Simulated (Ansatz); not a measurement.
A calculation on body-centred tetragonal In returned lattice constant a 3.302 Å, lattice parameter c 5.029 Å.

For reference: lattice constant a 3.252 Å (measured, 293 K, no zero-point or thermal correction; as tabulated in Wikipedia's data pages); lattice parameter c 4.947 Å (measured, 293 K, no zero-point or thermal correction; as tabulated in Wikipedia's data pages).

### Question
Which level of theory produced these numbers?
A) PBE+SOC (Ansatz (a first-principles code))
B) PBEsol-D3(BJ) (Ansatz)
C) PBE0 (Ansatz)
D) r²SCAN-D4 (Ansatz)

### Answer
A, PBE+SOC (Ansatz)

The others give: r²SCAN-D4 3.230 Å, 4.957 Å; PBE0 3.253 Å, 5.014 Å; PBEsol-D3(BJ) 3.169 Å, 4.834 Å.

Unless a cell is named, each level is at its own relaxed cell (PBE+SOC 27.42, PBE0 26.53, PBEsol-D3(BJ) 24.27, r²SCAN-D4 25.86 Å³/atom).

Ansatz's density-functional and Hartree–Fock values are scalar-relativistic unless marked +SOC, with PAW data made under PBE.
